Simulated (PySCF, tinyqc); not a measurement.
A ladder of methods, and size consistency: correlation methods against full CI in the sto-3g basis, for HF, spin multiplicity 1. Computed by the program tinyqc with PySCF. All electrons correlated; +Q is the Davidson correction (1 - c0^2) E_corr. The last columns treat two copies 100 angstrom apart as one system. FCI is the lowest singlet.

Geometry (angstrom):
```
atom,x,y,z
F,0.0000,0.0000,0.0000
H,0.0000,0.0000,1.3110
```

RHF energy of one = -98.484664 hartree

Correlation energies (hartree):
```
method,E_corr of one,share of FCI (%),E_corr of two at 100 angstrom,two minus twice one (mhartree)
MP2,-0.041318,57.9814,-0.082637,0.0000
CISD,-0.071262,100.0000,-0.133240,9.2835
CISD+Q,-0.076565,107.4417,-0.149556,3.5731
CCSD,-0.071262,100.0000,-0.142523,0.0000
CCSD(T),-0.071262,100.0000,-0.142523,0.0000
FCI,-0.071262,100.0000,-,-
```

What does the comparison show, and why?

MP2 recovers 58 %, CISD 100.0 % and CCSD 100.0 % of the FCI value (c0^2 = 0.926 in CISD). MP2 and coupled cluster are size consistent, so their last column vanishes; CISD loses 9.28 mhartree, since a double excitation on each copy is a quadruple of the pair, and the Davidson correction leaves +3.57. With two electrons, or one virtual orbital, CISD and CCSD are exact for one copy, so +Q overshoots there. The restricted reference is unstable here: a spin-polarised solution lies 0.0108 hartree lower (PySCF), so results built on it describe a poor reference.
